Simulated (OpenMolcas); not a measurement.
# Potential curves of CCl⁺: spin-free states

Calculated with OpenMolcas 26.06: state-averaged CASSCF(8,7) over Cl 3p, C 2s 2p, XMS-CASPT2 (IPEA 0.25, imaginary shift 0.2 hartree), scalar X2C, ANO-RCC-VTZP, then RASSI spin–orbit state interaction with atomic mean-field integrals. C2 symmetry about the axis (a holds Σ, Δ, Γ; b holds Π, Φ, H; Σ⁺ and Σ⁻ are not told apart); roots by multiplicity and irrep: 1a 4, 3b 2, 3a 4, 1b 2.

XMS-CASPT2 energies in eV from the lowest point. Curves are followed by energy order within each symmetry, so they are adiabatic and may change character at avoided crossings; Σ⁺ and Σ⁻ are counted together.

```
R (Å)  (1)1Σ  (1)3Π  (1)3Σ   (1)3Δ   (1)1Δ   (2)1Σ   (2)3Σ
1.333  1.653  4.984  9.433  10.175  10.724  10.761  10.528
1.411  0.584  3.882  7.640   8.304   8.826   8.820   8.674
1.480  0.130  3.403  6.552   7.151   7.621   7.595   7.511
1.550  0.000  3.245  5.810   6.345   6.746   6.717   6.683
1.627  0.109  3.313  5.263   5.729   6.059   6.028   6.034
1.705  0.388  3.551  4.922   5.328   5.584   5.561   5.595
1.813  0.942  4.010  4.674   5.004   5.169   5.158   5.221
1.953  1.767  4.646  4.604   4.855   4.925   4.927   5.016
2.170  3.039  5.457  4.788   4.949   4.915   4.926   5.046
```

(1) With masses 34.969 and 12.000 u, fit the curves (1)1Σ, (1)3Π near their minima.

The 7 lowest clean curves are shown; the next is (1)1Π, from 5.41 eV. Only roots inside an energy window near the equilibrium distance were included, so the list of states is not complete; labels number the states computed. Each spin and symmetry block has orbitals of its own, averaged over its own roots, so gaps between blocks are less sure than gaps within one and near the minimum can be off by tenths of an eV, in bad cases by more. No Rydberg orbitals are active, so Rydberg states, and σ→σ* states whose orbital the CASSCF left unused, can be missing between those listed. CASPT2 splits the two components of degenerate states numerically, here by up to 96 cm⁻¹. Points that failed a check (symmetry, reference weights, a jump) are left out.

## Answers

(1) At XMS-CASPT2, Te from the lowest curve (the fit fixes ωe to a per cent or two; the method's Re and ωe can be off by some per cent):

```
curve  Te (cm⁻¹)  Re (Å)  ωe (cm⁻¹)
(1)1Σ          0   1.552     1156.6
(1)3Π      26130   1.563     1112.0
```
